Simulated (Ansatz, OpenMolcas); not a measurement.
**How methods differ on S2F2 (Difluorodisulfane)**

S2F2: 4 atoms, total charge 0, spin state singlet. SMILES: `FSSF`. Geometry: relaxed at PBE0-D4/def2-TZVP.

```
atom    x (Å)    y (Å)    z (Å)
   F  -1.7837  -0.1999  -0.6216
   S  -0.4677   0.7641  -0.6324
   S   1.0450  -0.2764  -0.1847
   F   1.2064  -0.2878   1.4387
```

Quantity: the atomisation enthalpy at 298 K, in kJ/mol. The values are calculated. The thermal term (zero-point and 298 K enthalpy, harmonic and unscaled) is that of PBE0-D4/def2-TZVP; the spin-orbit lowering of the free atoms at 298 K, 6.3 kJ/mol by their spectra, is taken off.

Measured value to compare with: NIST-JANAF tables; in doubt: it may be an older value or an estimate gives the atomisation enthalpy at 298 K of the gas as 1049 kJ/mol.

| level | kind | program | value (kJ/mol) | computed − measured | CPU time (all runs) |
| --- | --- | --- | --- | --- | --- |
| HF/6-311+G** | Hartree–Fock | Ansatz | 319 | -730 | 3 s |
| PBE/6-311+G** | GGA | OpenMolcas | 1017 | -32 | 33 s |
| TPSS/6-311+G** | meta-GGA | OpenMolcas | 953 | -96 | 45 s |
| r2SCAN/6-311+G** | meta-GGA | Ansatz | 946 | -103 | 17 s |
| r2SCAN0/6-311+G** | hybrid meta-GGA | Ansatz | 852 | -197 | 15 s |
| wB97M-V/6-311+G** | range-separated hybrid | Ansatz | 918 | -131 | 77 s |
| PBE-QIDH/6-311+G** | double hybrid | Ansatz | 839 | -210 | 12 s |
| RPA@PBE/6-311+G** | RPA | Ansatz | 700 | -349 | 16 s |
| MP2/6-311+G** | perturbation theory | Ansatz | 835 | -214 | 3.8 s |
| BCCD(T)/6-311+G** | coupled cluster or CI | Ansatz | 789 | -260 | 23 s |

Nearest: PBE/6-311+G** (-32 kJ/mol); farthest: HF/6-311+G** (-730 kJ/mol). Computed less measured by kind, in kJ/mol (6-311+G** rows): Hartree–Fock -730; GGA -32; meta-GGA -103 to -96; global hybrid -197; range-separated hybrid -131; double hybrid -210; RPA -349; perturbation theory -214; coupled cluster or CI -260. In a finite basis correlated wave-function methods underbind, so their errors here aren't those of the basis-set limit. Times are those of the runs behind each value, whatever else they computed, on shared processors of several kinds: orders of magnitude only.
